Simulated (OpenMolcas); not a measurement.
# BF (SMILES [B]F): MP2/ANO-L-VQZP

Aim: the energy change on altering one bond length of BF at MP2/ANO-L-VQZP, from 2 runs. 

The results are computed with OpenMolcas 26.06.

## (1) Starting point

BF has 2 atoms, charge 0, and is taken as a singlet. SMILES: `[B]F`. Geometry: relaxed at GFN2-xTB.

Bond lengths: B1–F2 1.244 Å.

## (2) The energy at MP2/ANO-L-VQZP

Input file job.inp:

```
* BF MP2

&GATEWAY
  Coord
  2
  angstrom
  B        0.000000       0.000000       0.000000
  F        0.000000       0.000000       1.244390
  Basis
  ANO-L-VQZP
  Group
  NoSym

&SEWARD

&SCF
  PrOrbitals
  0

&MBPT2
  Frozen
  2
```

Run with:

```sh
export MOLCAS_MEM=1860
pymolcas job.inp > job.log
```

The log of the run:

```text
--- Start Module: gateway ---
[...]
--- Stop Module: gateway /rc=_RC_ALL_IS_WELL_ ---
[...]
      Basis functions           92
[...]
--- Start Module: scf ---
[...]
       Convergence after  10 Iterations
[...]
::    Total SCF energy                               -124.1667779089
[...]
      Total spin, S                                     0.0000000000
[...]
      Total electronic charge=   14.000000
      Total            charge=   -0.000000
[...]
      Dipole Moment (debye):
      Origin of the operator (angstrom)=    0.0000    0.0000    0.7878
                   X= -3.5561E-15               Y=  2.2546E-15               Z=  9.8358E-01           Total=  9.8358E-01
      Quadrupole Moment (debye*angstrom):
[...]
--- Stop Module: scf /rc=_RC_ALL_IS_WELL_ ---
[...]
--- Start Module: mbpt2 ---
[...]
WARNING!
Default frozen orbitals as non valence orbitals is overwritten by user input.
Default values:   2
[...]
       Reference weight ( Cref**2 )         =        0.92722
::    Total MBPT2 energy                             -124.5039595610
[...]
      Total MBPT2 calculations                           0.12      0.13
--- Stop Module: mbpt2 /rc=_RC_ALL_IS_WELL_ ---
[...]
```

It took 4.5 s on 1 thread of Arm Neoverse V1, shared host; peak memory 0.51 GiB.

## (3) The distorted shape at the same level

Input file job.inp:

```
* BF MP2
>>> EXPORT MOLCAS_PRINT=2
&GATEWAY
Coord
2
angstrom
B        0.000000       0.000000      -0.124410
F        0.000000       0.000000       1.244390
Basis
ANO-L-VQZP
Group
NoSym
&SEWARD
&SCF
PrOrbitals
0
&MBPT2
Frozen
2
```

Run with:

```sh
export MOLCAS_MEM=1860
pymolcas job.inp > job.log
```

The log of the run:

```text
--- Start Module: gateway ---
[...]
--- Stop Module: gateway /rc=_RC_ALL_IS_WELL_ ---
[...]
      Basis functions           92
[...]
--- Start Module: scf ---
[...]
       Convergence after  10 Iterations
[...]
::    Total SCF energy                               -124.1550393415
[...]
      Total spin, S                                     0.0000000000
[...]
      Total electronic charge=   14.000000
      Total            charge=   -0.000000
[...]
      Dipole Moment (debye):
      Origin of the operator (angstrom)=    0.0000    0.0000    0.7422
                   X=  1.3191E-15               Y= -2.0455E-15               Z=  2.5064E-01           Total=  2.5064E-01
      Quadrupole Moment (debye*angstrom):
[...]
--- Stop Module: scf /rc=_RC_ALL_IS_WELL_ ---
[...]
--- Start Module: mbpt2 ---
[...]
WARNING!
Default frozen orbitals as non valence orbitals is overwritten by user input.
Default values:   2
[...]
       Reference weight ( Cref**2 )         =        0.92343
::    Total MBPT2 energy                             -124.4973045403
[...]
      Total MBPT2 calculations                           0.11      0.13
--- Stop Module: mbpt2 /rc=_RC_ALL_IS_WELL_ ---
[...]
```

Wall time 4.8 s (1 thread of Arm Neoverse V1, shared host); peak memory 0.51 GiB.

## (4) What came out

At MP2/ANO-L-VQZP, 2 core orbitals frozen:

```
                                                         quantity          value
                                        first shape: total energy  -124.50396 Eh
                  first shape: dipole moment (mean-field density)         0.98 D
                 first shape: HOMO energy (Hartree–Fock orbitals)      -10.96 eV
                 first shape: LUMO energy (Hartree–Fock orbitals)        1.05 eV
               first shape: HOMO–LUMO gap (Hartree–Fock orbitals)       12.01 eV
         first shape: correlation energy (2 core orbitals frozen)     -337.2 mEh
                                    distorted shape: total energy  -124.49730 Eh
              distorted shape: dipole moment (mean-field density)         0.25 D
             distorted shape: HOMO energy (Hartree–Fock orbitals)      -11.40 eV
             distorted shape: LUMO energy (Hartree–Fock orbitals)        0.96 eV
           distorted shape: HOMO–LUMO gap (Hartree–Fock orbitals)       12.36 eV
     distorted shape: correlation energy (2 core orbitals frozen)     -342.3 mEh
energy change with the B1–F2 bond stretched from 1.244 to 1.369 Å       0.181 eV
```

**Reading.** With the B1–F2 bond stretched from 1.244 to 1.369 Å the energy rises by 0.18 eV (17.5 kJ/mol). The first shape isn't relaxed at this level, so the change isn't measured from a minimum.
